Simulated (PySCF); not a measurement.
Consider pyrrole, `c1cc[nH]c1` (C4H5N). Numbering: `[cH:1]1[cH:2][cH:3][nH:4][cH:5]1` These are map numbers, not IUPAC locants.

Energies: ωB97X-D3(BJ)/def2-TZVP (PySCF, density fitting, integration grid level 2) on PBE0-D3(BJ)/def2-SVP structures. ωB97X-D3(BJ) is ωB97X-V with D3(BJ) in place of VV10. Zero-point and thermal terms (298.15 K, 1 bar) come from unscaled PBE0-D3(BJ)/def2-SVP harmonic frequencies, with soft modes damped to free rotors in the entropy.

(1) Rank these of its sites by proton affinity, highest first.
A. C3 (aromatic carbon)
B. N4 (pyrrole-type nitrogen)
C. C1 (aromatic carbon)

(2) For N4 (pyrrole-type nitrogen), what are ΔE (electronic) and ΔG(298 K) of removing the proton again?

## Answers

(1) A (889 kJ/mol), C (868 kJ/mol), B (803 kJ/mol).

(2) ΔE = 831 and ΔG = 772 kJ/mol, beside ΔH = 803 kJ/mol. The protonated species is `C1=C[NH2+]C=C1`.
